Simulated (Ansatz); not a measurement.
The first iterations of a band of AlClH4 (6 atoms, charge 0, multiplicity 1).

Computed with RKS B3LYP-D4/def2-SVP in Ansatz 0.2.0.

- movable images: 5
- climbing image: yes
- spring: 5.0 eV/Å²
- optimiser: quadratic models (default)
- start path: through a guess of the saddle point
- force threshold: 0.05 eV/Å
- iteration limit: 60
- end points: relaxed

First end point:

```xyz
6
Properties=species:S:1:pos:R:3
Al 0.001 0.163 0.014
H -0.004 0.687 1.519
H 1.373 0.123 -0.783
H -1.376 0.047 -0.766
Cl 0.079 -2.397 0.940
H 0.075 -2.003 2.174
```

Last end point:

```xyz
6
Properties=species:S:1:pos:R:3
Al 0.022 -0.610 -0.234
H 0.010 0.252 1.983
H 1.394 0.126 -0.474
H -1.392 0.049 -0.456
Cl 0.082 -2.696 0.171
H 0.033 -0.502 2.107
```

| iteration | highest image above the first end (eV) | largest band force component (eV/Å) |
| --- | --- | --- |
| 1 | 0.789 | 2.758 |
| 2 | 0.235 | 1.416 |
| 3 | 0.312 | 3.079 |

Q: Does the band converge within its limit, and where does its top end?

A: The run converged. It ended after 9 iterations with the highest image 0.097 eV above the first end. A vibrational analysis at the climbing image gives one clearly imaginary mode, 432i cm⁻¹: a first-order saddle point. The orbitals stay closed-shell, which can raise the energy where a bond breaks towards radicals; this wasn't checked here.

Run time: 65 s on 1 thread of Arm Neoverse V1, with other jobs on the host, peak memory 0.1 GiB.
